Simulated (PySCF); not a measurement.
1,2-elimination

Start structure (SiNH₄Cl, closed shell), relaxed at PBE0-D4/def2-TZVP:

```csv
atom,x (Å),y (Å),z (Å)
Si1,-0.4493,-0.1194,0.4453
H2,-0.2373,0.5444,1.7487
N3,0.6061,0.5783,-0.6914
H4,1.5723,0.7400,-0.4566
H5,-1.8324,0.0114,-0.0596
Cl6,-0.1636,-2.1418,0.7903
H7,0.4988,0.3831,-1.6739
```

The step: SiNH₄Cl ([NH2][SiH2][Cl]) → SiNH₂Cl ([NH][SiH][Cl]) + H₂; bonds formed: H2–H4; bonds broken: Si1–H2, N3–H4. Program: PySCF 2.14 with density fitting (its default auxiliary sets; JK sets also for MP2 and CCSD(T)). Basis: def2-TZVPP and def2-QZVPP. Cores are frozen in the correlated methods. Extrapolation: Hartree–Fock as exp(−7.88 √X), correlation as X^−2.97. Energies below are by CCSD(T) at an estimated basis limit (MP2 extrapolated from triple and quadruple zeta, plus CCSD(T) − MP2 in triple zeta).

What are the electronic barrier and the energy of the step, from the start structure to the end structure? (An estimate is asked for; the value comes from the calculation.)

The calculation gives: Barrier 340.0 kJ/mol; step energy 240.7 kJ/mol (uphill); reverse barrier, their difference, 99.3 kJ/mol. Barrier and step energy count from the start structure, the reverse barrier from the end structure.

The saddle point: One imaginary mode of 1056i cm⁻¹.
| pair | start (Å) | saddle (Å) | end (Å) |
| --- | --- | --- | --- |
| H2–H4 | 2.86 | 0.90 | 0.75 |
| Si1–H2 | 1.48 | 1.75 | 3.20 |
| N3–H4 | 1.01 | 1.59 | 3.45 |

Zero-point energy (harmonic, PBE0-D4): ZPE is 118.2 kJ/mol at the start and 100.6 kJ/mol at the saddle, so the barrier goes from 340.0 to 322.4 kJ/mol.

First-order rate constant out of the start structure at 498 K by transition-state theory, with harmonic vibrational free energies alone and no tunnelling: ΔA‡ = 322.6 kJ/mol, so k = (kB T/h) exp(−ΔA‡/kB T) ≈ 10^-21 s⁻¹ (an order of magnitude at best: rotation, the number of equivalent paths and anharmonicity are left out).

No T1 diagnostic of these runs exceeds 0.017.

Labels in which every atom is bracketed show which atoms are joined, not bond orders.

For scale, one of the runs: CCSD(T)/def2-TZVPP, 171 basis functions, launched by `OMP_NUM_THREADS=4 python run.py`. Time: 2.8 min of wall clock on 4 CPU threads of an Arm Neoverse V2; the host was shared. Peak host memory: 1.4 GiB.
